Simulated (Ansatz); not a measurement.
Hematite (α-Fe2O3) was calculated with PBE in Ansatz (PAW).

The run printed, among other lines:

```
WARN where an SCF of this run starts from atoms to list the orders of its open shells, Fe (sites 0, 2, from 0) starts with 4.00 μB on its 3d shell, in the …
WARN where an SCF of this run starts from atoms to list the orders of its open shells, Fe (sites 1, 3, from 0) starts with -4.00 μB on its 3d shell, in the …
Relaxation: its limit of steps is 80 (relax.max_steps)
Crystal: 10 atoms, lattice volume = 96.361 Å³
Basis set: ecut = 520 eV, 2561 PW (Γ), exchange–correlation on 90×90×90 points (8 copies of the dense FFT grid, shifted against one another)
Bands: 72, of which v1, the nominal top of the filled ones, is band 50 counted from 1 (49 counted from 0)
Symmetry: 6 space group operations
Space group: R-3 (ITA 148), of the structure as read, at distance tolerance 4.6e-5 Å
k-points: 90 of 512
Initial density: superposition of atomic densities (chi_scale 0.1, normalization cell, long waves kept (reshape's long-wave potential 0.00 eV rms))
Functional: x = pbe(κ = 0.804, μ = 0.2195149727645171), c = pbe(β = 0.06672455060314922)
spin=Collinear: Resta preconditioning applied to the charge; magnetization (m = ρ↑ − ρ↓) channel mixes plain (no charge-response kernel on spin).
SCF 1 converged in 14 iterations: F = -21324.480646 eV  dr2 = 1.24e-8
Crystal: 10 atoms, lattice volume = 96.361 Å³
Initial density: handed on by an earlier stage of this run
  ...
spin=Collinear: Resta preconditioning applied to the charge; magnetization (m = ρ↑ − ρ↓) channel mixes plain (no charge-response kernel on spin).
SCF 5 converged in 7 iterations: F = -21324.483433 eV  dr2 = 6.16e-9
Crystal: 10 atoms, lattice volume = 96.361 Å³
Basis set: ecut = 520 eV, 2561 PW (Γ), exchange–correlation on 80×80×80 points (8 copies of the dense FFT grid, shifted against one another)
spin=Collinear: Resta preconditioning applied to the charge; magnetization (m = ρ↑ − ρ↓) channel mixes plain (no charge-response kernel on spin).
SCF 6 converged in 6 iterations: F = -21324.483428 eV  dr2 = 1.50e-11
SCF converged after 6 iterations
Magnetization: -0.0000 μB (50.0000 up, 50.0000 down)
Free energy (F): -21324.483428 eV
Internal energy: -21324.483428 eV  (E = F + TS)
E sigma→0 (E₀):  -21324.483428 eV
Fermi energy:    12.389870 eV
--- Forces (eV/Å), atoms counted from 1 ---
  atom   1  Fe     0.00026977    -0.00000000     0.00008563
  atom   2  Fe     0.00028715    -0.00000000     0.00009115
  atom   3  Fe    -0.00026977     0.00000000    -0.00008563
  atom   4  Fe    -0.00028715     0.00000000    -0.00009115
  atom   5  O      0.00003965     0.00014034     0.00001046
  atom   6  O      0.00007551    -0.00007193    -0.00010248
  atom   7  O     -0.00003965    -0.00014034    -0.00001046
  atom   8  O     -0.00000196     0.00006841    -0.00012920
  atom   9  O     -0.00007551     0.00007193     0.00010248
  atom  10  O      0.00000196    -0.00006841     0.00012920
--- Stress (GPa, compression-positive) ---
        7.444128      -0.000000       0.001686
        0.000000       7.438816      -0.000000
        0.001686       0.000000       7.439351
  P = ⅓ Tr σ = 7.4408 GPa (74.408 kbar)
```

Problem. Write an input file that could have produced this run (the log leaves some choices open).

Solution. One answer among several that fit: 
Ansatz 0.2 input:
```yaml
crystal:
  lattice:
    - [4.7778401837, -2.4698310664, 0.0205884081]
    - [4.7778401837, 2.4698310664, 0.0205884081]
    - [3.4835289807, 0.0, 4.0979594972]
  atoms:
    - { symbol: Fe, position: [0.8560476956, 0.8560476956, 0.8560476956], spin: 5.0 }
    - { symbol: Fe, position: [0.356047831, 0.356047831, 0.356047831], spin: -5.0 }
    - { symbol: Fe, position: [0.1439523044, 0.1439523044, 0.1439523044], spin: 5.0 }
    - { symbol: Fe, position: [0.643952169, 0.643952169, 0.643952169], spin: -5.0 }
    - { symbol: O, position: [0.4402461747, 0.0597532162, 0.7499996135], spin: 0.0 }
    - { symbol: O, position: [0.0597532162, 0.7499996135, 0.4402461747], spin: 0.0 }
    - { symbol: O, position: [0.5597538253, 0.9402467838, 0.2500003865], spin: 0.0 }
    - { symbol: O, position: [0.2500003865, 0.5597538253, 0.9402467838], spin: 0.0 }
    - { symbol: O, position: [0.9402467838, 0.2500003865, 0.5597538253], spin: 0.0 }
    - { symbol: O, position: [0.7499996135, 0.4402461747, 0.0597532162], spin: 0.0 }
basis:
  ecutwfc: 520
  ecutrho_ratio: 4
  xc_grid: 2
kpoints:
  mp_grid: { grid: [8, 8, 8] }
hamiltonian:
  xc: pbe
  dispersion: none
  pseudopotentials: { kind: paw }
scf:
  occupations: { method: fermi_dirac, width: 0.01 }
output:
  forces: true
  stress: true
  eigenvalues: true
magnetization:
  spin_polarized: true
relax:
  f_tol: 0.004
  escape_saddle: false
  max_steps: 80
  cell: { stress_tol: 0.02, fix: [volume] }
```

The cell is one volume of an energy–volume scan, off the minimum.

Note: without U or exact exchange, gaps and moments of open d shells tend to come out too small.

Ansatz is an electronic-structure program.
